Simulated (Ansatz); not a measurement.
# CH₃AlN radical (SMILES N=[C][AlH2]): one structure at several levels

One table from this session's results is given with a row withheld; the runs are named, their logs left out.

Computed with Ansatz 0.2.0, Gaussian basis. Level: single points in def2-TZVPP.

Orbitals are unrestricted.

1 further run of the same task is left out (it didn't finish).

## The starting structure

SMILES `N=[C][AlH2]`, 6 atoms, charge 0, spin multiplicity 2.

Atoms are counted from 1 here; the program's logs count them from 0.

Bond lengths: N1–C2 1.222 Å, N1–H4 1.074 Å, C2–Al3 1.935 Å, Al3–H5 1.639 Å, Al3–H6 1.654 Å. Angles: C2–N1–H4 124.9°, N1–C2–Al3 161.5°, C2–Al3–H5 121.2°, C2–Al3–H6 115.7°, H5–Al3–H6 123.0°.

Coordinates:

```csv
atom,x (Å),y (Å),z (Å)
N1,-0.52178,-1.86883,-0.07453
C2,-0.44639,-0.65433,-0.18248
Al3,0.22433,1.15764,-0.08485
H4,0.29018,-2.51310,0.20805
H5,-0.21116,2.28521,-1.19146
H6,1.19721,1.49409,1.20976
```

Set-up of the first run:

The input, run/in.yaml:

```yaml
crystal:
  periodic: [false, false, false]
  atoms:
    - {symbol: N, position_ang: [-0.521779, -1.868833, -0.074527]}
    - {symbol: C, position_ang: [-0.446390, -0.654327, -0.182481]}
    - {symbol: Al, position_ang: [0.224327, 1.157641, -0.084850]}
    - {symbol: H, position_ang: [0.290177, -2.513098, 0.208047]}
    - {symbol: H, position_ang: [-0.211158, 2.285208, -1.191461]}
    - {symbol: H, position_ang: [1.197214, 1.494091, 1.209765]}
basis:
  gaussian: {orbitals: def2-TZVPP}
magnetization: {spin_polarized: true, initial_magnetization: 1}
hamiltonian: {xc: pbe, dispersion: d4}
output: {forces: true}
```

The run is started by

```console
> ansatz run in.yaml --threads 2 --pin off --events-out ev --progress --plain --max-ram 3481MiB
```

Steps of the session up to this table: PBE-D4/def2-TZVPP; r2SCAN-D4/def2-TZVPP; PBE0-D4/def2-TZVPP; wB97M-V/def2-TZVPP.

One of the session's tables, all rows but one given; the rest of the session is left out.

```
   method  RMS force component (eV/Å)  dipole (D)
   PBE-D4                       0.530        1.53
r2SCAN-D4                       0.626        1.44
  PBE0-D4                       0.653        1.39
  wB97M-V                           ?           ?
```

Q: Estimate the row for wB97M-V from the others.

**Answer.** RMS force component (eV/Å): 0.671; dipole (D): 1.39. In the column «RMS force component (eV/Å)» it is the highest.
